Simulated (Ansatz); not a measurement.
The same path of AlFH2O (5 atoms, charge 0, multiplicity 1) was run twice with different band settings. Lost on the way: Al1–O2, Al1–H4. Made: O2–H4.

These are results of RKS B3LYP-D4/def2-SVP in Ansatz 0.2.0, not measurements.

Relaxed end points:

```xyz
5
Properties=species:S:1:pos:R:3
Al 0.490 -0.005 0.062
O 0.708 -0.177 1.731
H 0.029 -0.245 2.408
H 1.734 0.114 -0.873
F -1.048 0.032 -0.576
```

```xyz
5
Properties=species:S:1:pos:R:3
Al -0.153 0.504 -0.867
O 1.061 0.097 0.927
H 0.395 -0.399 1.437
H 1.924 -0.329 1.042
F -1.313 -0.154 0.214
```

Common settings: movable images 7; climbing image yes; spring 5.0 eV/Å²; optimiser quadratic models (default); force threshold 0.05 eV/Å; iteration limit 60; end points relaxed.

| run | start path |
| --- | --- |
| 1 | through a guess of the saddle point |
| 2 | straight line |

(1) What does each run give, and how far can it be trusted?

Results:

(1) Run 1: converged after 14 iterations, highest image 2.945 eV above the first end. Neighbouring images differ by up to 1.3 eV, so the band resolves the path poorly. A vibrational analysis at the climbing image gives one clearly imaginary mode, 1421i cm⁻¹: a first-order saddle point.
Run 2: converged after 18 iterations, highest image 2.944 eV above the first end. Neighbouring images differ by up to 1.3 eV, so the band resolves the path poorly. Another band between the same ends (7 images) ends at a top of the same energy, where a vibrational analysis finds 1 clearly imaginary mode.
The orbitals stay closed-shell, which can raise the energy where a bond breaks towards radicals; this wasn't checked here.
